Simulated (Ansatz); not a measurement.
# AlClH3N: the cost of one run

Program: Ansatz 0.2.0. Level of theory: RKS PBE/def2-SVP. These are calculated values, not measurements.

**1. The starting structure**

Bond lengths: Al1–N2 2.120 Å, N2–H3 1.060 Å, N2–H4 1.060 Å, Al1–H5 1.760 Å, Al1–Cl6 2.230 Å. Angles: Al1–N2–H3 80.9°, Al1–N2–H4 156.6°, H3–N2–H4 120.0°, N2–Al1–H5 43.0°, N2–Al1–Cl6 160.6°, H5–Al1–Cl6 156.4°.

Structure file:

```xyz
6

Al    0.0000    0.0000    0.0000
N     1.3790    0.0000    1.6102
H     0.5020   -0.2713    2.1402
H     2.2560    0.2713    2.1402
H     1.7491    0.0000    0.1958
Cl   -1.9312    0.0000   -1.1150
```

**2. A restrained relaxation towards end A**

Springs on the bonds that form and break draw the guess towards this end; the thresholds are loose.

File input.yaml:

```yaml
crystal:
  periodic: [false, false, false]
  atoms:
    - { symbol: Al, position_ang: [0.0, 0.0, 0.0] }
    - { symbol: "N", position_ang: [1.379, 0.0, 1.6102] }
    - { symbol: H, position_ang: [0.502, -0.2713, 2.1402] }
    - { symbol: H, position_ang: [2.256, 0.2713, 2.1402] }
    - { symbol: H, position_ang: [1.7491, 0.0, 0.1958] }
    - { symbol: Cl, position_ang: [-1.9312, 0.0, -1.115] }
basis:
  gaussian: { orbitals: def2-SVP }
hamiltonian:
  xc: pbe
relax:
  f_tol: 0.15
  max_steps: 25
  restrain:
    - { distance: [1, 4], at: 2.26, k: 30.0 }
    - { distance: [0, 1], at: 1.92, k: 30.0 }
    - { distance: [0, 4], at: 1.56, k: 30.0 }
```

Run with:

```sh
> ansatz run input.yaml --threads 1 --pin off --max-ram 2048MiB --backend cpu --events-out ev --progress --plain --runs-dir out
```

What time and memory should one allow on 1 thread of Arm Neoverse V2, shared host?

About 15 s, with a peak of 0.13 GiB.
